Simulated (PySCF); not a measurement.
## Bond curve of SiN⁻

Set-up: Si aug-cc-pVDZ-DK, N aug-cc-pVDZ-DK; spin-free X2C with a Gaussian nucleus (PySCF 2.14). Energies in eV from Si⁻ + N in their ground configurations at the same level. State: ¹Σ⁺ (singlet), closed shell.

Curves on a restricted Hartree–Fock reference rise too fast on stretching and do not dissociate correctly.

```tsv
R (Å)	RHF-CCSD	PBE	r²SCAN	B97-3
1.379		-4.302	-3.756	-4.126
1.444	-3.877	-5.290	-4.713	-5.072
1.508	-4.455	-5.867	-5.254	-5.598
1.556	-4.680	-6.096	-5.454	-5.787
1.604	-4.769	-6.192	-5.519	-5.839
1.652	-4.751	-6.184	-5.480	-5.784
1.716	-4.600	-6.049	-5.304	-5.585
1.796	-4.271	-5.742	-4.946	-5.194
1.893	-3.749	-5.248	-4.393	-4.597
2.021		-4.490	-3.728	-3.868
```

Q: Put a parabola through the three lowest points of the RHF-CCSD curve and estimate Re, k and ωe (reduced mass 9.332 u; 1 eV/Å² = 0.16022 mdyn/Å; ωe = 1302.8·√(k/μ) cm⁻¹).

A: Through R = 1.556, 1.604, 1.652 Å the second-order coefficient is 23.2 eV/Å², so Re ≈ 1.620 Å, k ≈ 7.44 mdyn/Å and ωe ≈ 1163 cm⁻¹. A polynomial fit of higher order to the unrounded RHF-CCSD energies gives Re = 1.618 Å, k = 6.84 mdyn/Å, ωe = 1115 cm⁻¹; anharmonicity and rounding make the difference.

The higher-order fit for each curve: RHF-CCSD: Re = 1.618 Å, ωe = 1115 cm⁻¹, De = 4.77 eV; PBE: Re = 1.623 Å, ωe = 1089 cm⁻¹, De = 6.20 eV; r²SCAN: Re = 1.608 Å, ωe = 1135 cm⁻¹, De = 5.52 eV; B97-3: Re = 1.601 Å, ωe = 1165 cm⁻¹, De = 5.84 eV.

Correlated steps freeze 6 core orbitals. Correlated levels converge slowly with the basis: in double zeta they bind strong bonds too weakly, by up to about 1 eV, and carry superposition errors of some tenths. ⟨S²⟩ of the unrestricted solution departs from its pure value on part of the curve, where spin states mix. For an ion De counts to the pair picked by the measured ionisation energies or electron affinities, which need not be the lowest pair at this level. Where the molecule has an RHF reference, its open-shell atoms are computed with UHF. The highest Kohn–Sham level is positive in this anion. Much of that is self-interaction error, but it also means that the finite basis helps to hold the extra electron. The CCSD T1 diagnostic is raised, a sign that a single reference may not be enough here.
